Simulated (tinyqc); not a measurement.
Born-Oppenheimer dynamics on the RHF/sto-6g surface (energies and gradients from PySCF), for H3O+, spin multiplicity 1, step by step. Computed by tinyqc, a small Python program that keeps every step (integrals from PySCF). Settings: charge = 1, multiplicity = 1, basis = sto-6g, time step (fs) = 1.0, steps = 24. Command: `OMP_NUM_THREADS=1 python tinyqc.py 23130 23131 out.jsonl` (the two numbers bound the seeds that draw the settings). One thread of a shared host (Intel(R) Xeon(R) Processor @ 2.60GHz), about 5 s of CPU time with the checks.

positions (bohr):
```
            x          y          z
1O   0.026456  -0.083148   0.740773
2H   1.653510  -0.109604  -0.103935
3H  -0.846597   1.373831  -0.058582
4H  -0.905179  -1.570362  -0.003779
```

The total energy should stay constant up to terms of order dt^2; the step counts as short enough if it moves by less than 2 % of the largest kinetic energy.

Trajectory:
```
time (fs)  1O-2H (angstrom)  potential (hartree)  kinetic (hartree)  total (hartree)
0.000000           0.970220         -76.03409647         0.00259830     -76.03149817
1.000000           0.978585         -76.03344792         0.00192002     -76.03152790
2.000000           1.000939         -76.03414495         0.00253678     -76.03160818
3.000000           1.022892         -76.03504521         0.00346386     -76.03158136
4.000000           1.031667         -76.03641219         0.00486729     -76.03154490
5.000000           1.021912         -76.03870320         0.00710856     -76.03159464
6.000000           0.997418         -76.04103972         0.00931854     -76.03172118
7.000000           0.970679         -76.04166736         0.00998088     -76.03168648
8.000000           0.957938         -76.04117738         0.00964175     -76.03153563
9.000000           0.967445         -76.04152256         0.00989705     -76.03162552
10.000000          0.991257         -76.04164253         0.00995430     -76.03168823
11.000000          1.012604         -76.04058994         0.00901380     -76.03157615
12.000000          1.018118         -76.03979875         0.00830129     -76.03149746
13.000000          1.003836         -76.04027812         0.00868712     -76.03159100
14.000000          0.976666         -76.04062080         0.00891656     -76.03170423
15.000000          0.952866         -76.03948406         0.00794092     -76.03154314
16.000000          0.949501         -76.03911512         0.00764216     -76.03147296
17.000000          0.969601         -76.04043670         0.00875731     -76.03167939
18.000000          0.998937         -76.04078706         0.00912225     -76.03166481
19.000000          1.019444         -76.04015641         0.00864426     -76.03151215
20.000000          1.020490         -76.04063307         0.00911848     -76.03151459
21.000000          1.002261         -76.04215503         0.01046353     -76.03169150
22.000000          0.975645         -76.04229642         0.01056387     -76.03173255
23.000000          0.958495         -76.04070760         0.00917254     -76.03153505
24.000000          0.964403         -76.04000415         0.00841298     -76.03159117
```

Is the time step short enough?

No. The total energy moves within 2.6e-04 hartree; that is over 2 % of the largest kinetic energy, so the time step is too long.
